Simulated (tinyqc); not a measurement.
Worked calculation: G0W0 on RHF in the sto-6g basis, for H2O, spin multiplicity 1. One step of it, computed by the program tinyqc.

Problem. Integrals over molecular orbitals. (pq|rs) = sum C_ip C_jq C_kr C_ls (ij|kl), one index at a time.

coefficients C, order 1O 1s, 1O 2s, 1O 2px, 1O 2py, 1O 2pz, 2H 1s, 3H 1s:
$$\begin{pmatrix}
0.996852 & -0.228724 & 0.000000 & 0.079126 & 0.000000 & 0.104508 & 0.000000 \\
0.014193 & 0.896037 & 0.000000 & -0.437494 & 0.000000 & -0.665409 & 0.000000 \\
0.000000 & 0.000000 & 0.000000 & 0.000000 & 1.000000 & 0.000000 & 0.000000 \\
0.000000 & 0.000000 & 0.589492 & 0.000000 & 0.000000 & 0.000000 & 0.939982 \\
0.002100 & 0.071881 & 0.000000 & 0.786202 & 0.000000 & -0.670580 & 0.000000 \\
-0.002739 & 0.139695 & 0.449792 & 0.322738 & 0.000000 & 0.713929 & -0.713329 \\
-0.002739 & 0.139695 & -0.449792 & 0.322738 & 0.000000 & 0.713929 & 0.713329
\end{pmatrix}$$

core Hamiltonian H = T + V (hartree), order 1O 1s, 1O 2s, 1O 2px, 1O 2py, 1O 2pz, 2H 1s, 3H 1s:
$$\begin{pmatrix}
-32.874435 & -7.265348 & 0.000000 & 0.000000 & -0.012232 & -1.200296 & -1.200296 \\
-7.265348 & -9.096494 & 0.000000 & 0.000000 & -0.141894 & -2.787366 & -2.787366 \\
0.000000 & 0.000000 & -7.350116 & 0.000000 & 0.000000 & 0.000000 & 0.000000 \\
0.000000 & 0.000000 & 0.000000 & -7.476985 & 0.000000 & -1.766692 & 1.766692 \\
-0.012232 & -0.141894 & 0.000000 & 0.000000 & -7.395097 & -1.084748 & -1.084748 \\
-1.200296 & -2.787366 & 0.000000 & -1.766692 & -1.084748 & -4.447321 & -0.809827 \\
-1.200296 & -2.787366 & 0.000000 & 1.766692 & -1.084748 & -0.809827 & -4.447321
\end{pmatrix}$$

Two-electron integrals (ij|kl) in chemists' order, unique and non-zero (hartree):
```
(11|11) 4.787491    (21|11) 0.675884    (21|21) 0.121505    (22|11) 1.117379
(22|21) 0.249212    (22|22) 0.817383    (31|31) 0.025762    (32|31) 0.039145
(32|32) 0.180664    (33|11) 1.117381    (33|21) 0.249212    (33|22) 0.817382
(33|33) 0.880663    (41|41) 0.025762    (42|41) 0.039145    (42|42) 0.180664
(43|43) 0.047461    (44|11) 1.117381    (44|21) 0.249212    (44|22) 0.817382
(44|33) 0.785741    (44|44) 0.880663    (51|51) 0.025762    (52|51) 0.039145
(52|52) 0.180664    (53|53) 0.047461    (54|54) 0.047461    (55|11) 1.117381
(55|21) 0.249212    (55|22) 0.817382    (55|33) 0.785741    (55|44) 0.785741
(55|55) 0.880663    (61|11) 0.118073    (61|21) 0.020355    (61|22) 0.040872
(61|33) 0.040785    (61|41) 0.000858    (61|42) 0.001681    (61|44) 0.040977
(61|51) 0.000511    (61|52) 0.001001    (61|54) 0.000115    (61|55) 0.040853
(61|61) 0.003476    (62|11) 0.301620    (62|21) 0.068284    (62|22) 0.249824
(62|33) 0.245581    (62|41) 0.004715    (62|42) 0.035561    (62|44) 0.254978
(62|51) 0.002808    (62|52) 0.021174    (62|54) 0.005595    (62|55) 0.248913
(62|61) 0.011515    (62|62) 0.097175    (63|31) 0.007392    (63|32) 0.042250
(63|43) 0.007249    (63|53) 0.004316    (63|63) 0.013340    (64|11) 0.193163
(64|21) 0.044330    (64|22) 0.172934    (64|33) 0.165282    (64|41) 0.010030
(64|42) 0.065170    (64|44) 0.186025    (64|51) 0.001571    (64|52) 0.013647
(64|54) 0.008035    (64|55) 0.167496    (64|61) 0.007797    (64|62) 0.081756
(64|64) 0.081290    (65|11) 0.115016    (65|21) 0.026396    (65|22) 0.102971
(65|33) 0.098415    (65|41) 0.001571    (65|42) 0.013647    (65|44) 0.102133
(65|51) 0.008327    (65|52) 0.050376    (65|54) 0.009463    (65|55) 0.108365
(65|61) 0.004643    (65|62) 0.048680    (65|64) 0.040460    (65|65) 0.037431
(66|11) 0.462402    (66|21) 0.106628    (66|22) 0.447592    (66|33) 0.430288
(66|41) 0.009053    (66|42) 0.094773    (66|44) 0.468611    (66|51) 0.005390
(66|52) 0.056431    (66|54) 0.022819    (66|55) 0.443875    (66|61) 0.018137
(66|62) 0.226441    (66|64) 0.217118    (66|65) 0.129280    (66|66) 0.774999
(71|11) 0.118073    (71|21) 0.020355    (71|22) 0.040872    (71|33) 0.040785
(71|41) -0.000858   (71|42) -0.001681   (71|44) 0.040977    (71|51) 0.000511
(71|52) 0.001001    (71|54) -0.000115   (71|55) 0.040853    (71|61) 0.003414
(71|62) 0.011058    (71|64) 0.006865    (71|65) 0.004463    (71|66) 0.017208
(71|71) 0.003476    (72|11) 0.301620    (72|21) 0.068284    (72|22) 0.249824
(72|33) 0.245581    (72|41) -0.004715   (72|42) -0.035561   (72|44) 0.254978
(72|51) 0.002808    (72|52) 0.021174    (72|54) -0.005595   (72|55) 0.248913
(72|61) 0.011058    (72|62) 0.074794    (72|64) 0.044157    (72|65) 0.036323
(72|66) 0.137783    (72|71) 0.011515    (72|72) 0.097175    (73|31) 0.007392
(73|32) 0.042250    (73|43) -0.007249   (73|53) 0.004316    (73|63) 0.009808
(73|73) 0.013340    (74|11) -0.193163   (74|21) -0.044330   (74|22) -0.172934
(74|33) -0.165282   (74|41) 0.010030    (74|42) 0.065170    (74|44) -0.186025
(74|51) -0.001571   (74|52) -0.013647   (74|54) 0.008035    (74|55) -0.167496
(74|61) -0.006865   (74|62) -0.044157   (74|64) -0.016976   (74|65) -0.021032
(74|66) -0.075186   (74|71) -0.007797   (74|72) -0.081756   (74|74) 0.081290
(75|11) 0.115016    (75|21) 0.026396    (75|22) 0.102971    (75|33) 0.098415
(75|41) -0.001571   (75|42) -0.013647   (75|44) 0.102133    (75|51) 0.008327
(75|52) 0.050376    (75|54) -0.009463   (75|55) 0.108365    (75|61) 0.004463
(75|62) 0.036323    (75|64) 0.021032    (75|65) 0.027140    (75|66) 0.072515
(75|71) 0.004643    (75|72) 0.048680    (75|74) -0.040460   (75|75) 0.037431
(76|11) 0.080878    (76|21) 0.018468    (76|22) 0.072564    (76|33) 0.071131
(76|44) 0.072799    (76|51) 0.001235    (76|52) 0.010833    (76|55) 0.073762
(76|61) 0.003067    (76|62) 0.027057    (76|64) 0.019880    (76|65) 0.015274
(76|66) 0.063759    (76|71) 0.003067    (76|72) 0.027057    (76|74) -0.019880
(76|75) 0.015274    (76|76) 0.009323    (77|11) 0.462402    (77|21) 0.106628
(77|22) 0.447592    (77|33) 0.430288    (77|41) -0.009053   (77|42) -0.094773
(77|44) 0.468611    (77|51) 0.005390    (77|52) 0.056431    (77|54) -0.022819
(77|55) 0.443875    (77|61) 0.017208    (77|62) 0.137783    (77|64) 0.075186
(77|65) 0.072515    (77|66) 0.273231    (77|71) 0.018137    (77|72) 0.226441
(77|74) -0.217118   (77|75) 0.129280    (77|76) 0.063759    (77|77) 0.774999
```

Give: one-electron integrals over orbitals h = C^T H C; Two-electron integrals over orbitals.

Solution.

one-electron integrals over orbitals h = C^T H C (hartree):
$$\begin{pmatrix}
-32.8618 & 0.5821 & 0.0000 & -0.1909 & 0.0000 & -0.2715 & 0.0000 \\
0.5821 & -7.5923 & 0.0000 & 0.5241 & 0.0000 & 1.2221 & 0.0000 \\
0.0000 & 0.0000 & -5.9438 & 0.0000 & 0.0000 & 0.0000 & -1.8170 \\
-0.1909 & 0.5241 & 0.0000 & -6.6633 & 0.0000 & 1.2768 & 0.0000 \\
0.0000 & 0.0000 & 0.0000 & 0.0000 & -7.3501 & 0.0000 & 0.0000 \\
-0.2715 & 1.2221 & 0.0000 & 1.2768 & 0.0000 & -5.1700 & 0.0000 \\
0.0000 & 0.0000 & -1.8170 & 0.0000 & 0.0000 & 0.0000 & -5.5698
\end{pmatrix}$$

Two-electron integrals over orbitals (pq|rs), unique and non-zero (hartree):
```
(11|11) 4.7634      (21|11) -0.4415     (21|21) 0.0659      (22|11) 1.0376
(22|21) -0.0168     (22|22) 0.7247      (31|31) 0.0103      (32|31) 0.0161
(32|32) 0.1294      (33|11) 0.7474      (33|21) -0.0043     (33|22) 0.6062
(33|33) 0.5849      (41|11) 0.1561      (41|21) -0.0218     (41|22) 0.0114
(41|33) 0.0046      (41|41) 0.0254      (42|11) -0.1434     (42|21) 0.0079
(42|22) -0.0272     (42|33) 0.0031      (42|41) 0.0203      (42|42) 0.1318
(43|31) -0.0019     (43|32) 0.0301      (43|43) 0.0537      (44|11) 0.9590
(44|21) -0.0111     (44|22) 0.6734      (44|33) 0.5636      (44|41) -0.0096
(44|42) -0.0978     (44|44) 0.7208      (51|51) 0.0267      (52|51) 0.0333
(52|52) 0.1519      (53|53) 0.0256      (54|51) -0.0109     (54|52) -0.0403
(54|54) 0.0475      (55|11) 1.1171      (55|21) -0.0116     (55|22) 0.7579
(55|33) 0.5937      (55|41) 0.0038      (55|42) -0.0753     (55|44) 0.7017
(55|55) 0.8807      (61|11) 0.2122      (61|21) -0.0333     (61|22) 0.0042
(61|33) -6.00e-05   (61|41) -0.0023     (61|42) -0.0200     (61|44) 0.0147
(61|55) 0.0052      (61|61) 0.0265      (62|11) -0.2749     (62|21) 0.0074
(62|22) -0.1297     (62|33) -0.0595     (62|41) -0.0181     (62|42) -0.0333
(62|44) -0.0721     (62|55) -0.1426     (62|61) 0.0076      (62|62) 0.0922
(63|31) -0.0020     (63|32) 0.0459      (63|43) 0.0413      (63|63) 0.0857
(64|11) -0.2576     (64|21) 0.0027      (64|22) -0.1270     (64|33) -0.0444
(64|41) -0.0028     (64|42) 0.0344      (64|44) -0.1302     (64|55) -0.1442
(64|61) 2.01e-04    (64|62) 0.0648      (64|64) 0.0901      (65|51) -0.0135
(65|52) -0.0527     (65|54) -0.0056     (65|65) 0.0334      (66|11) 0.7510
(66|21) -0.0073     (66|22) 0.5755      (66|33) 0.5384      (66|41) 0.0174
(66|42) 0.0505      (66|44) 0.5326      (66|55) 0.5610      (66|61) -0.0074
(66|62) -0.0824     (66|64) -0.0473     (66|66) 0.5656      (71|31) 0.0147
(71|32) 0.0220      (71|43) -0.0028     (71|63) -0.0026     (71|71) 0.0211
(72|31) 0.0149      (72|32) 0.0578      (72|43) -0.0256     (72|63) -0.0279
(72|71) 0.0204      (72|72) 0.0703      (73|11) 0.3750      (73|21) -0.0066
(73|22) 0.1728      (73|33) 0.0888      (73|41) -2.03e-04   (73|42) -0.0690
(73|44) 0.1533      (73|55) 0.2057      (73|61) 0.0050      (73|62) -0.0710
(73|64) -0.0954     (73|66) 0.0412      (73|73) 0.1563      (74|31) -0.0074
(74|32) -0.0674     (74|43) -0.0112     (74|63) -0.0569     (74|71) -0.0105
(74|72) -0.0179     (74|74) 0.0660      (75|53) 0.0241      (75|75) 0.0261
(76|31) -0.0080     (76|32) -0.0900     (76|43) -0.0630     (76|63) -0.0774
(76|71) -0.0110     (76|72) -0.0008     (76|74) 0.0588      (76|76) 0.1195
(77|11) 0.8572      (77|21) -0.0091     (77|22) 0.6137      (77|33) 0.5795
(77|41) 0.0031      (77|42) -0.0228     (77|44) 0.5867      (77|55) 0.6165
(77|61) 0.0041      (77|62) -0.0635     (77|64) -0.0534     (77|66) 0.5428
(77|73) 0.1065      (77|77) 0.6022
```
